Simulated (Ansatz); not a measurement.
Results of PBEsol (Ansatz, a first-principles code, plane waves, PAW) for rock-salt BaS.

Settings: plane-wave cutoff 520 eV, 10×10×10 k mesh, scalar-relativistic PAW data made under PBE.

Computed at the level's own relaxed cell.

Elastic tensor (GPa, Voigt notation, ions relaxed):

```
  104.1    17.7    17.7     0.0     0.0     0.0
   17.7   104.1    17.7     0.0     0.0     0.0
   17.7    17.7   104.1     0.0     0.0     0.0
    0.0     0.0     0.0    18.2     0.0     0.0
    0.0     0.0     0.0     0.0    18.2     0.0
    0.0     0.0     0.0     0.0     0.0    18.2
```

Worked from these constants: the tetragonal shear constant is C′ = (C11 − C12)/2 = 43.2 GPa against C44 = 18.2 GPa, so the C44 shear is the softer. The Zener ratio C44/C′ is 0.42 (1 for an isotropic solid), and the Cauchy pressure C12 − C44 is -0.5 GPa. With C11 + 2C12 = 139.5 GPa all three Born conditions hold; they don't test modes at the zone boundary.
